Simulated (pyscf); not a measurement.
Structures and frequencies: ωB97X-D3(BJ)/def2-SVP in PySCF.

Question: PBE/def2-TZVP puts the barrier of silane (SiH₄) + •H₂C–Cl → silyl (SiH₃•) + chloromethane (H₃C–Cl) (hydrogen abstraction; doublet surface; H–Si broken, C–H formed) at 4.8 kcal/mol and the reaction energy at -10.9 kcal/mol, from the separated reactants. What do r²SCAN/def2-TZVP, PBE0-D3(BJ)/def2-TZVP, ωB97M-D3(BJ)/def2-TZVP give on the same structures?

Answer: r²SCAN: ΔE‡ = 7.6 kcal/mol, ΔE = -9.0 kcal/mol; PBE0-D3(BJ): ΔE‡ = 6.5 kcal/mol, ΔE = -10.7 kcal/mol; ωB97M-D3(BJ): ΔE‡ = 10.4 kcal/mol, ΔE = -9.2 kcal/mol. PBE's barrier lies under all of them, by 1.7 to 5.7 kcal/mol. Its reaction energy matches one of them and lies within 1.9 kcal/mol of the others. One saddle was located; it need not be the lowest between these sides. The angle at the transferred H is 165°.
